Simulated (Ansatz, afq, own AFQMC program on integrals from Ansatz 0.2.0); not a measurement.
BeS⁺, quartet in cc-pVDZ, levels against full CI

```xyz
2

S     0.0000    0.0000    0.0000
Be    0.0000    0.0000    1.8425
```

Basis cc-pVDZ. Noble-gas cores (and the filled d shells of Ga–Kr and In–Xe) are frozen. Integrals, coupled cluster, full CI and functionals: Ansatz 0.2.0; the random walks run on the same integrals in our own AFQMC program. ph-AFQMC/CISD is guided by a CISD state made of CCSD amplitudes; releasing the constraint for a short imaginary time cuts its bias at the price of noise, slowly where states lie close. Free projection: walkers drawn from exp(T), propagated without any constraint. Its projection time is finite, and what remains of the start isn't in its error. Error bars are statistical, one sigma.

Determinant: UHF, the one that the program's search chose, which needn't be the lowest solution. The geometry is a PBE0/def2-TZVP stationary point of this or a neighbouring charge and spin state.

Full CI on the same integrals is exact in this basis and with this determinant's frozen core.

Cautions: another spin lies lower (by 1.86 eV); the ph-AFQMC/CISD walk drifts between its halves (2.1 errors).

* T1 diagnostic: 0.0137
* weight of the determinant in the CISD state: 0.934
* ⟨S²⟩ of the determinant: 3.761
* size of the correlated space: 7 electrons in 26 orbitals

Reference: full CI, correlation energy -3.158 eV. The released energy is read at 2.40 1/Eh (meV from the phaseless value at times in 1/Eh: 5 ± 5 at 0.24, 1 ± 4 at 0.51, 0 ± 4 at 0.99, -1 ± 4 at 1.62, -2 ± 4 at 2.40).

```tsv
level	E − E(reference) (kJ/mol)	share of correlation (%)
HF	304.7	0.00
MP2	65.8	78.40
CCSD	7.9	97.41
CCSD(T)	2.0	99.35
CCSDT	0.5	99.84
CCSDT(Q)	0.1	99.97
ph-AFQMC/HF	2.8 ± 2.4	99.07
ph-AFQMC/CISD	0.5 ± 0.3	99.85
released AFQMC	0.2 ± 0.4	99.92
free AFQMC	0.4 ± 0.7	99.87
```

CCSDT and higher add their correlation energy to the determinant of the CCSD(T) run, since their own runs factorise the integrals more tightly (a shift of under 2 meV). Free projections are given only where their last times agree within the noise and don't stop above the reference; a slow remainder of the start can still hide under it. A walk keeps the symmetry of its determinant, which the program's search chose and which needn't be the lowest solution, so a lower state of the same spin and another symmetry isn't excluded. Released energies are given only where the last usable release times agree within the noise; a slower fall can still hide under it.
